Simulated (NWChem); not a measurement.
System: hydrogen isocyanide (CHN); SMILES [NH+]#[C-]

Input file for NWChem:

```
start job
memory heap 200 mb stack 900 mb global 1100 mb
geometry units angstroms noautosym nocenter noautoz
  C      0.000000     0.000000     0.736414
  N      0.000000     0.000000    -0.427035
  H      0.000000     0.000000    -1.424164
end
basis spherical
  C library cc-pvtz
  N library cc-pvtz
  H library cc-pvtz
end
dft
  xc xpbe96 cpbe96
  iterations 150
  vectors input atomic output neutral.movecs
end
task dft energy
charge 1
dft
  odft
  mult 2
  vectors input atomic output cation.movecs
end
task dft energy
```

Structure relaxed at the PBE0-D3(BJ)/def2-TZVP level.

Ions are spin-unrestricted doublets at the neutral geometry; other ion states weren't tried.

Q: Predict the main results of this run. (PBE/cc-pVTZ, vertical spin-unrestricted ions.) Quantities: basis functions; −ε(HOMO) (eV).

A: 
```
Property                   Value
-------------------------  -----
number of basis functions     74
−ε(HOMO) (eV)               7.43
```
